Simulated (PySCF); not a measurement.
**Potential energy of SN along the bond**

Set-up: PySCF, no relativity, basis sets S def2-TZVP, N def2-TZVP. Energies in eV from S + N in their ground configurations at the same level. State: ²Π (doublet), unpaired electrons π ↑.

All columns are PBE0. A positive dipole means S(−)N(+).

```
R (Å)  E (eV)  μ (D)  Mulliken charge on S (basis-dependent)  HOMO (eV)  LUMO (eV)  Mayer bond order  ⟨S²⟩
1.280  -2.935  -2.03                                    0.11      -5.35      -2.66              2.51  0.76
1.340  -4.010  -2.01                                    0.15      -5.62      -2.92              2.49  0.76
1.400  -4.600  -1.96                                    0.18      -5.91      -3.19              2.46  0.76
1.444  -4.807  -1.90                                    0.19      -6.12      -3.39              2.44  0.76
1.489  -4.862  -1.83                                    0.19      -6.32      -3.60              2.42  0.76
1.534  -4.799  -1.76                                    0.19      -6.53      -3.81              2.40  0.76
1.593  -4.582  -1.64                                    0.17      -6.78      -4.09              2.37  0.77
1.668  -4.170  -1.47                                    0.14      -7.06      -4.42              2.28  0.84
1.757  -3.603  -1.26                                    0.10      -7.28      -4.64              2.01  1.07
1.876  -2.869  -1.00                                    0.07      -7.47      -4.72              1.67  1.33
```

A fit through these points gives, at Re = 1.486 Å, μ = -1.84 D and dμ/dR = 1.59 D/Å; the reduced mass is 9.738 u.

Problem. How strong is the fundamental in the double-harmonic approximation, I = 42.26·(dμ/dR)²/μred km/mol?

Solution. I = 42.26·(1.59)²/9.738 = 11.0 km/mol at PBE0.

⟨S²⟩ of the unrestricted solution departs from its pure value on part of the curve, where spin states mix. The state is the lowest determinant that a PBE0 search found; another state may lie lower at other levels.
